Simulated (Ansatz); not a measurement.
```yaml
crystal:
  periodic: [true, true, true]
  atoms:
    - {symbol: C, position_ang: [1.048694, 0.033864, 0.589764]}
    - {symbol: C, position_ang: [-0.075833, -0.002518, -0.504017]}
    - {symbol: F, position_ang: [0.424229, 0.266215, -1.692723]}
    - {symbol: C, position_ang: [-1.396281, -0.303700, -0.227792]}
    - {symbol: N, position_ang: [-1.277641, 1.098818, -0.368579]}
    - {symbol: H, position_ang: [1.611961, -0.978272, 0.253428]}
    - {symbol: H, position_ang: [1.534024, 0.849003, 0.597370]}
    - {symbol: H, position_ang: [0.563837, -0.081723, 1.552364]}
    - {symbol: H, position_ang: [-2.365359, -0.943206, -0.458597]}
basis:
  gaussian: {orbitals: aug-cc-pVDZ}
hamiltonian: {xc: {name: wB97X-V}, pseudopotentials: {relativity: none}}
```

```sh
$ ansatz run in.yaml --threads 2 --pin off --events-out ev --progress --plain --max-ram 4352MiB
```

Shortened log:

```
Error: YAML parse error: error: line 2 column 3: crystal: missing field `lattice` (a structure is typed as `lattice` and `atoms`, a molecule's as `atoms` in Å alone, or read from a run's directory, `checkpoint`)
 --> <input>:2:3
1 | crystal:
2 |   periodic: [true, true, true]
3 |   atoms:
4 |     - {symbol: C, position_ang: [1.048694, 0.033864, 0.589764]}
```

(1) Something in this input is off. What?

## Answers

(1) The molecule is marked periodic without a cell. The input was rejected before any iteration.
